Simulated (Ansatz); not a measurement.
**Worked example: correlation energy of HSi–MgH, triplet**

Geometry: a point of a breathe scan, not a stationary point.

```yaml
atoms:
  - { symbol: Si, position_ang: [0.0000, -0.0725, 1.0236] }
  - { symbol: Mg, position_ang: [0.0000, 0.0476, -1.1533] }
  - { symbol: H, position_ang: [0.0000, 0.8762, 1.9217] }
  - { symbol: H, position_ang: [0.0000, -0.0038, -2.6320] }
```

Basis 6-31G; Ansatz 0.2.0. Correlated methods freeze the noble-gas cores, which leaves 8 electrons in 20 orbitals. Prefix R: restricted or restricted open-shell reference; prefix U: unrestricted. The metal's outer-core shells are frozen, which leaves out core–valence correlation.

Full CI is exact within this basis and frozen core; it isn't the basis-set limit. The frozen core follows each run's orbitals, which can shift R against U totals by a few meV.

UCCSD has a T1 diagnostic of 0.015 and a largest doubles amplitude of 0.03.

Runs differ by some tens of microhartree through their thresholds and, for an open shell, their frozen cores, so the step to full CI, which has another core, is uncertain by up to 0.1 kcal/mol.

| level | total energy (hartree) |
| --- | --- |
| UHF | -489.529628 |
| UMP2 | -489.575396 |
| UCCSD | -489.593860 |
| UCCSD(T) | -489.594734 |
| UCCSDT | -489.595138 |
| UCCSDT(Q) | -489.595169 |
| full CI | -489.595176 |

**Question.** What is the correlation energy at full CI, and what share of it do UMP2 and UCCSD recover?

**Answer.** E(corr) = -489.595176 − (-489.529628) = -0.065548 hartree = -1.784 eV. UMP2: -0.045768 / -0.065548 = 69.82 %. UCCSD: -0.064232 / -0.065548 = 97.99 %.

**Question.** By how many kcal/mol does UCCSD(T) miss full CI (1 hartree = 627.509 kcal/mol), and which steps make up the rest?

**Answer.** -489.594734 − (-489.595176) = 0.000442 hartree = 0.28 kcal/mol. Steps: UCCSDT − UCCSD(T) = -0.25, UCCSDT(Q) − UCCSDT = -0.02, full CI − UCCSDT(Q) = 0.00 kcal/mol. That is within 1 kcal/mol of the reference in this basis, which itself misses far more of the correlation at the basis-set limit.
